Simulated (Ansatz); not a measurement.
**Worked example: ideal-gas entropy of NH3 (SMILES N)**

A singlet with charge 0, relaxed at PBE0-D4/def2-TZVP (Ansatz 0.2.0):

```xyz
4

N    -0.0699    0.2495    0.1109
H     0.4905   -0.3018    0.7492
H    -0.8875   -0.3019   -0.1189
H     0.4669    0.3543   -0.7412
```

Harmonic wavenumbers in cm⁻¹: 1031, 1670, 1670, 3502, 3631, 3631.

Masses in u: N 14.007, H 1.008. Take T = 298.15 K, p = 1 bar, R = 8.3145 J/(mol K), kT/hc = 207.22 cm⁻¹, rigid rotor and harmonic oscillator.

Problem. Compute the standard molar entropy.

Solution. 
1. Translation (Sackur–Tetrode): S = R[3/2 ln M + 5/2 ln T − 1.1517] with M = 17.031 gives 144.2 J/(mol K).
2. Rotation: principal moments 1.688, 1.688, 2.674 u Å² give A, B, C = 9.9875, 9.9867, 6.3053 cm⁻¹; the symmetry number is σ = 3; q = (√π/σ)√((kT/hc)³/ABC) = 70; S = R(ln q + 3/2) = 47.8.
3. Vibration: with u = ν̃/207.22, each mode gives R[u/(eᵘ − 1) − ln(1 − e⁻ᵘ)]; the sum is 0.4, most from 1031 cm⁻¹ (0.3).
4. Electronic: R ln 1 = 0.0, from the spin multiplicity alone.
5. Sum: 144.2 + 47.8 + 0.4 + 0.0 = 192.4 J/(mol K).

The tabulated value is 192.8 J/(mol K) (CRC Handbook of Chemistry and Physics): the model is off by -0.4.
